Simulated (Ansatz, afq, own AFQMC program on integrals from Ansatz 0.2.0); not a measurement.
## Where AFQMC and coupled cluster stand for SiH4O, triplet

```xyz
6

Si   -0.9437    0.0000    0.0000
H    -1.4385    1.3997    0.0000
H    -1.4385   -0.6999    1.2122
H    -1.4385   -0.6999   -1.2122
H     0.5409    0.0000    0.0000
O     1.8943    0.0000    0.0000
```

Connectivity, by distances: SiH4 ··· O.

Basis cc-pVTZ. Noble-gas cores (and the filled d shells of Ga–Kr and In–Xe) are frozen. AFQMC by an in-house program on the Cholesky factors that Ansatz 0.2.0 writes for its CCSD(T) run. ph-AFQMC/CISD is guided by a CISD state made of CCSD amplitudes; releasing the constraint for a short imaginary time cuts its bias at the price of noise, slowly where states lie close. Uncertainties: one standard error, sampling alone.

Determinant: UHF, the one that the program's search chose, which needn't be the lowest solution. The geometry is a point of a scan.

No full CI on the walks' own integrals is used here. The released AFQMC energy serves as the reference, which it does only where one determinant dominates, the energy is flat over the last release times and near the phaseless one (40 meV or 2 meV an electron, half that with transition metals). On small molecules, where full CI could be run and the noise was under 10 meV, such values lay within 10 meV of it in 19 cases of 20, a flattering rate, since the rule was set on those same cases; what remains of the bias isn't in the error bar.

Cautions: lower spins were not checked; the ph-AFQMC/CISD walk drifts between its halves (2.1 errors); the released value is read at 0.99 1/Eh, later times being too noisy (meV from the phaseless value at times in 1/Eh: -10 ± 4 at 0.24, -13 ± 5 at 0.51, -14 ± 7 at 0.99, -10 ± 8 at 1.62, -8 ± 12 at 2.40).

```
T1 diagnostic                               : 0.0220
weight of the determinant in the CISD state : 0.866
⟨S²⟩ of the determinant                     : 2.026
size of the correlated space                : 14 electrons in 114 orbitals
```

Reference: AFQMC with the constraint released, correlation energy -9.951 ± 0.007 eV.

| level | E − E(reference) (kJ/mol) | share of correlation (%) |
| --- | --- | --- |
| HF | 960.2 ± 0.6 | 0.00 |
| MP2 | 151.6 ± 0.6 | 84.22 |
| CCSD | 28.7 ± 0.6 | 97.02 |
| CCSD(T) | 4.0 ± 0.6 | 99.58 |
| ph-AFQMC/HF | 6.5 ± 2.9 | 99.32 |
| ph-AFQMC/CISD | 1.3 ± 0.7 | 99.86 |

A walk keeps the symmetry of its determinant, which the program's search chose and which needn't be the lowest solution, so a lower state of the same spin and another symmetry isn't excluded. Released energies are given only where the last usable release times agree within the noise; a slower fall can still hide under it.
